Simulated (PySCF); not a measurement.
C2H8Si, singlet: at the end structure of a reaction step.

The script, run.py:

```python
import json, numpy as np
from pyscf import gto, scf, dft, mp, cc
EV, BOHR = 27.211386245988, 0.529177210903
mol = gto.M(atom="""
Si -1.447153 0.674681 -0.227268
C 0.343995 -1.707549 -0.241695
H -0.468853 -1.254387 -0.838146
H -1.570206 0.250537 1.235587
C 0.121579 1.714810 0.015571
H 0.150982 -2.779015 -0.213262
H 1.288048 -1.498319 -0.741683
H 0.360833 -1.314464 0.772850
H 0.589723 2.010295 -0.925025
H -0.238355 2.635284 0.501798
H 0.871304 1.285878 0.683514
""", basis="def2-tzvpp", charge=0, spin=0, max_memory=8670, verbose=0)
def mean_field(mol, dm=None):
    mf = dft.RKS(mol, xc="slater,pw").density_fit()
    mf.conv_tol = 1e-9; mf.grids.level = 4
    mf.kernel(dm0=dm)
    if not mf.converged: mf = mf.newton().run(mf.mo_coeff, mf.mo_occ)
    assert mf.converged
    return mf
def d4(mol):
    return 0.0, np.zeros((11, 3))
def energy_and_gradient(mol, dm=None):
    mf = mean_field(mol, dm); e, g = d4(mol)
    return mf, (mf.e_tot + e) * EV, (mf.nuc_grad_method().kernel()[:11] + g) * EV / BOHR
out = {}
mf = mean_field(mol); e = d4(mol)[0]
out.update(energy=(mf.e_tot + e) * EV, converged=True, dispersion=e * EV)
out['s2'] = mf.spin_square()[0]; out['nelec'] = mol.nelec
print(f"Total energy {out['energy']:.6f} eV, <S^2> {out['s2']:.4f}")
json.dump(out, open("out.json", "w"), default=float)
```

Command:

```bash
OMP_NUM_THREADS=4 python run.py
```

It printed (PySCF 2.14):

```
Total energy -10028.039643 eV, <S^2> 0.0000
```

The run took about 10 s on 4 CPU threads of an Arm Neoverse V2 (shared host).
